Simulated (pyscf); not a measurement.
PySCF, gas phase, ωB97X-D3(BJ)/def2-SVP geometries.

**Question.** For •O–Sn(OH)(OH)–OH + H₂ → HO–Sn(OH)(OH)–OH + H•, a hydrogen abstraction (doublet surface; H–H broken, H–O formed), PBE/def2-TZVP gives ΔE‡ = -0.17 eV and ΔE = -0.75 eV (zero: the separated reactants). In which direction and how far do r²SCAN/def2-TZVP, PBE0-D3(BJ)/def2-TZVP, ωB97M-D3(BJ)/def2-TZVP move these?

**Answer.** r²SCAN: ΔE‡ = -0.05 eV, ΔE = -0.59 eV; PBE0-D3(BJ): ΔE‡ = -0.01 eV, ΔE = -0.74 eV; ωB97M-D3(BJ): ΔE‡ = 0.11 eV, ΔE = -0.69 eV. PBE's barrier lies under all of them, by 0.12 to 0.28 eV. Its reaction energy lies under all of them, by 0.01 to 0.16 eV. At PBE, r²SCAN, PBE0-D3(BJ) this geometry lies under the reactants; that is no barrier but a single point on another level's saddle; such a level's own saddle, if it has one, lies nearer that side and is low. This is the saddle that the search found; another between the same sides may lie lower. The angle at the transferred H is 153°. Elements past Kr carry the def2 core potentials, without spin-orbit coupling.
